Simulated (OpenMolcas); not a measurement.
**SiNH5O (SMILES N[SiH2]O) at 6 levels**

Wanted: a comparison of 6 runs (HF/def2-SVP, PBE0/STO-3G, PBE/6-31G*, B3LYP/6-31G*, PBE0/def2-SVP, SOS-MP2/MIDI) of SiNH5O. 

The results are computed with OpenMolcas 26.06.

5 further runs of the same task are left out: 5 set aside as unsound or not needed.

## 1. The structure to begin with

SiNH5O has 8 atoms, charge 0, and is taken as a singlet. SMILES: `N[SiH2]O`. The shape is that of a GFN2-xTB optimisation. This is one conformer, not always the lowest.

Bond lengths: N1–Si2 1.717 Å, Si2–O3 1.637 Å, N1–H4 1.007 Å, N1–H5 1.007 Å, Si2–H6 1.461 Å, Si2–H7 1.461 Å, O3–H8 0.952 Å. Angles: N1–Si2–O3 110.4°, N1–Si2–H6 106.7°, N1–Si2–H7 106.7°, O3–Si2–H6 109.7°, O3–Si2–H7 109.6°, Si2–N1–H4 118.2°, Si2–N1–H5 118.2°, Si2–O3–H8 121.6°, H6–Si2–H7 113.7°, H4–N1–H5 109.2°.

## 2. Energy and gradient at HF/def2-SVP (run 1)

coord.xyz

```xyz
8

N     -0.842420     0.740220    -0.764180
Si     0.472990     0.124020     0.150980
O      0.110280    -1.357500     0.745430
H     -1.079680     0.277190    -1.626710
H     -1.688450     0.985350    -0.275800
H      0.690110     1.056290     1.254080
H      1.608210     0.021470    -0.762180
H      0.728970    -1.847050     1.278380
```

test.input

```
>>> EXPORT MOLCAS_PRINT=2

&GATEWAY
 BasLib=$CurrDir
 Coord=coord.xyz
 Basis=def2-SVP
 Group=NoSym

&SEWARD

&SCF
 Thresholds=1e-10 1e-07 1e-07 1e-05
 PrOrbitals=0

&ALASKA
```

The basis set def2-SVP is read from a file made from the Basis Set Exchange's data (not shown).

Started as:

```console
$ export MOLCAS_MEM=1860
$ pymolcas test.input > test.log
```

Standard output:

```text
--- Start Module: gateway ---
[...]
--- Stop Module: gateway /rc=_RC_ALL_IS_WELL_ ---
[...]
      Basis functions           71
[...]
--- Start Module: scf ---
[...]
       Convergence after  15 Iterations
[...]
::    Total SCF energy                               -421.0301325224
[...]
      Total spin, S                                     0.0000000000
[...]
      Total electronic charge=   34.000000
      Total            charge=   -0.000000
[...]
      Dipole Moment (debye):
      Origin of the operator (angstrom)=    0.0549   -0.1171    0.0843
                   X=  2.1214E-01               Y= -7.1306E-01               Z=  4.7589E-01           Total=  8.8314E-01
      Quadrupole Moment (debye*angstrom):
[...]
--- Stop Module: scf /rc=_RC_ALL_IS_WELL_ ---
[...]
--- Start Module: alaska ---
[...]
 *              Molecular gradients               *
 **************************************************
  Irreducible representation: a
 ------------------------------------------------------------------------------------------
                              X                       Y                       Z
 ------------------------------------------------------------------------------------------
  N1                6.07205937752742E-03    2.70949059124526E-03    1.34971258489092E-03
  SI2               1.21972080096739E-02   -7.53993249889895E-03    9.49769939244627E-03
  O3               -5.98269614197555E-03    1.78494682692065E-02   -1.19228966096165E-02
  H4               -1.46562898879821E-03   -2.83742806519438E-03   -2.65155354815771E-03
  H5               -3.49833573943581E-03   -3.06913653398633E-04    1.97575939675376E-03
  H6               -5.27490816254805E-03   -4.32298249413554E-03   -5.62373647006620E-03
  H7               -8.68171313087629E-03   -4.62784481929684E-04    1.71836643418777E-03
  H8                6.63401477641079E-03   -5.08891766689201E-03    5.65664881956662E-03
[...]
--- Stop Module: alaska /rc=_RC_ALL_IS_WELL_ ---
[...]
```

Wall time 4.8 s (1 thread of Arm Neoverse V1, shared host); peak memory 0.42 GiB.

## 3. Energy and gradient at PBE0/STO-3G (run 2)

coord.xyz is that of step 2.

mol.input

```
&GATEWAY
BasLib=$CurrDir
Coord=coord.xyz
Basis=STO-3G
Group=NoSym
&SEWARD
GridInput
Grid=UltraFine
End of Grid
&SCF
KSDFT=PBE0
Thresholds=1e-10 1e-07 1e-07 1e-05
PrOrbitals=0
&ALASKA
```

The basis set STO-3G is read from a file made from the Basis Set Exchange's data (not shown).

Started as:

```console
$ export MOLCAS_MEM=1860
$ pymolcas mol.input > mol.log
```

Standard output:

```text
--- Start Module: gateway ---
[...]
--- Stop Module: gateway /rc=_RC_ALL_IS_WELL_ ---
[...]
      Basis functions           24
[...]
--- Start Module: scf ---
[...]
       Convergence after  11 Iterations
[...]
::    Total KS-DFT energy                            -417.0792569482
[...]
      Total spin, S                                     0.0000000000
[...]
      Total electronic charge=   34.000000
      Total            charge=   -0.000000
[...]
      Dipole Moment (debye):
      Origin of the operator (angstrom)=    0.0549   -0.1171    0.0843
                   X=  3.4905E-01               Y= -6.7587E-01               Z=  5.1976E-01           Total=  9.2130E-01
      Quadrupole Moment (debye*angstrom):
[...]
--- Stop Module: scf /rc=_RC_ALL_IS_WELL_ ---
[...]
--- Start Module: alaska ---
[...]
 *              Molecular gradients               *
 **************************************************
  Irreducible representation: a
 ------------------------------------------------------------------------------------------
                              X                       Y                       Z
 ------------------------------------------------------------------------------------------
  N1               -2.50227552679751E-02   -6.74091366293528E-03   -7.60738239728820E-03
  SI2              -2.08613579923140E-02   -1.82796589887912E-02   -1.35389319670498E-04
  O3                6.73572825052373E-02    4.86856982862882E-03    2.81578569171019E-02
  H4                6.70472731774407E-03    1.28751308501247E-02    2.26738445789234E-02
  H5                2.29250759557611E-02   -5.77193345458160E-03   -1.31700823497380E-02
  H6               -3.15062271150179E-03    2.97357881311910E-04    5.23935648984164E-03
  H7                1.02399072975246E-03   -4.38826725940766E-03   -4.07372165129827E-03
  H8               -4.89763405366292E-02    1.71397148056469E-02   -3.10844822678491E-02
[...]
--- Stop Module: alaska /rc=_RC_ALL_IS_WELL_ ---
[...]
```

Wall time 10 s (1 thread of Arm Neoverse V1, shared host); peak memory 0.37 GiB.

## 4. Energy and forces at PBE/6-31G(d) (spherical functions) (run 3)

geom.xyz

```xyz
8

N     -0.842420     0.740220    -0.764180
Si     0.472990     0.124020     0.150980
O      0.110280    -1.357500     0.745430
H     -1.079680     0.277190    -1.626710
H     -1.688450     0.985350    -0.275800
H      0.690110     1.056290     1.254080
H      1.608210     0.021470    -0.762180
H      0.728970    -1.847050     1.278380
```

calc.input

```
&gateway
  baslib
  $CurrDir
  coord
  geom.xyz
  basis
  6-31Gs
  group
  NoSym

&seward
  gridinput
  Grid=UltraFine
  End of Grid

&scf
  ksdft
  PBE
  thresholds
  1e-10 1e-07 1e-07 1e-05
  prorbitals
  1 1

&alaska
```

The basis set 6-31G* is read from a file made from the Basis Set Exchange's data (not shown).

Started as:

```console
$ export MOLCAS_MEM=1860
$ pymolcas calc.input > calc.log
```

Standard output:

```text
--- Start Module: gateway ---
[...]
--- Stop Module: gateway /rc=_RC_ALL_IS_WELL_ ---
[...]
      Basis functions           56
[...]
--- Start Module: scf ---
[...]
       Convergence after  15 Iterations
[...]
::    Total KS-DFT energy                            -422.1917911405
[...]
      Total spin, S                                     0.0000000000
[...]
      Total electronic charge=   34.000000
      Total            charge=   -0.000000
[...]
      Dipole Moment (debye):
      Origin of the operator (angstrom)=    0.0549   -0.1171    0.0843
                   X= -1.1772E-01               Y= -7.8336E-01               Z=  3.6097E-01           Total=  8.7053E-01
      Quadrupole Moment (debye*angstrom):
[...]
--- Stop Module: scf /rc=_RC_ALL_IS_WELL_ ---
[...]
--- Start Module: alaska ---
[...]
 *              Molecular gradients               *
 **************************************************
  Irreducible representation: a
 ------------------------------------------------------------------------------------------
                              X                       Y                       Z
 ------------------------------------------------------------------------------------------
  N1               -5.10704153864072E-03   -6.08046616270386E-03    8.92796926304840E-04
  SI2               5.39171696494201E-03   -6.57120340658679E-03    5.88543867048608E-03
  O3                2.15423900660552E-02    1.54517104835818E-02    1.84898275892742E-03
  H4                1.67288139404542E-03    5.12007601262288E-03    1.09920048250469E-02
  H5                9.64208356250262E-03   -3.96093077366833E-03   -6.58087734377499E-03
  H6               -4.54409391924326E-03   -1.17300766773809E-02   -1.00930182442522E-02
  H7               -1.32764344380729E-02   -1.84700096572021E-03    8.94106920570925E-03
  H8               -1.53215020915209E-02    9.61789148974201E-03   -1.18863967984697E-02
[...]
--- Stop Module: alaska /rc=_RC_ALL_IS_WELL_ ---
[...]
```

Wall time 20 s (1 thread of Arm Neoverse V1, shared host); peak memory 0.39 GiB.

Runs 4 to 5 aren't shown in full; the table further down has their settings and results.

## 5. A single-point energy at SOS-MP2/MIDI (RICD fitting) (run 6)

calc.input

```
* H5NOSi SOS-MP2
>>> EXPORT MOLCAS_PRINT=2
&GATEWAY
BasLib
$CurrDir
BasisSet
N.MIDI....
N1 -0.842420 0.740220 -0.764180 angstrom
End of Basis
BasisSet
Si.MIDI....
Si2 0.472990 0.124020 0.150980 angstrom
End of Basis
BasisSet
O.MIDI....
O3 0.110280 -1.357500 0.745430 angstrom
End of Basis
BasisSet
H.MIDI....
H4 -1.079680 0.277190 -1.626710 angstrom
H5 -1.688450 0.985350 -0.275800 angstrom
H6 0.690110 1.056290 1.254080 angstrom
H7 1.608210 0.021470 -0.762180 angstrom
H8 0.728970 -1.847050 1.278380 angstrom
End of Basis
RICD
aCD
&SEWARD
&SCF
PrOrbitals
1 1
&MBPT2
SOSMP2
Frozen
7
```

The basis set MIDI is read from a file made from the Basis Set Exchange's data (not shown).

Started as:

```console
$ export MOLCAS_MEM=800
$ pymolcas calc.input > calc.log
```

Standard output:

```text
--- Start Module: gateway ---
[...]
--- Stop Module: gateway /rc=_RC_ALL_IS_WELL_ ---
[...]
      Basis functions           41
[...]
--- Start Module: scf ---
[...]
       Convergence after  11 Iterations
[...]
::    Total SCF energy                               -418.8438948754
[...]
      Total spin, S                                     0.0000000000
[...]
      Total electronic charge=   34.000000
      Total            charge=   -0.000000
[...]
      Dipole Moment (debye):
      Origin of the operator (angstrom)=    0.0549   -0.1171    0.0843
                   X=  5.0572E-01               Y= -4.7743E-01               Z=  4.9280E-01           Total=  8.5237E-01
      Quadrupole Moment (debye*angstrom):
[...]
--- Stop Module: scf /rc=_RC_ALL_IS_WELL_ ---
--- Start Module: mbpt2 ---
[...]
WARNING!
Default frozen orbitals as non valence orbitals is overwritten by user input.
Default values:   4
[...]
::    Total MBPT2 energy                             -419.1120514998
[...]
--- Stop Module: mbpt2 /rc=_RC_ALL_IS_WELL_ ---
[...]
```

Run time: 1.8 s. Hardware: 1 thread of Arm Neoverse V1, shared host; peak memory 0.25 GiB.

## 6. The series

```tsv
run	level	integration grid	Cartesian functions	energy (Eh)	dipole moment (D) of the reference	HOMO energy (eV)	LUMO energy (eV)	wall time
1	HF/def2-SVP	–	no	-421.030133	0.88	-11.29	4.79	4.8 s
2	PBE0/STO-3G	UltraFine	no	-417.079257	0.92	-3.82	8.22	10 s
3	PBE/6-31G* (spherical functions)	UltraFine	no	-422.191791	0.87	-5.86	0.64	20 s
4	B3LYP/6-31G* (Cartesian functions)	UltraFine	yes	-422.529241	0.86	-7.08	1.19	21 s
5	PBE0/def2-SVP	UltraFine	no	-422.072007	0.85	-7.46	1.63	22 s
6	SOS-MP2/MIDI (RICD fitting)	–	no	-419.112051	0.85	-11.23	5.26	1.8 s
```

## 7. Results

```
                                          quantity          value
                               run 6: total energy  -419.11205 Eh
         run 6: dipole moment (mean-field density)         0.85 D
        run 6: HOMO energy (Hartree–Fock orbitals)      -11.23 eV
        run 6: LUMO energy (Hartree–Fock orbitals)        5.26 eV
      run 6: HOMO–LUMO gap (Hartree–Fock orbitals)       16.49 eV
run 6: correlation energy (7 core orbitals frozen)     -268.2 mEh
```

In words: Over runs 1, 2, 3, 4, 5 the dipole moment (its size) runs from 0.85 D (PBE0/def2-SVP) to 0.92 D (PBE0/STO-3G). Over runs 1, 2, 3, 4, 5 the HOMO–LUMO gap runs from 6.50 eV (PBE/6-31G*) to 16.08 eV (HF/def2-SVP). The two ends differ in method and basis. Totals of different functionals can't be ranked against each other. In run 2 the basis is minimal, so the values are rough. All runs together took 80 s, the longest 22 s.
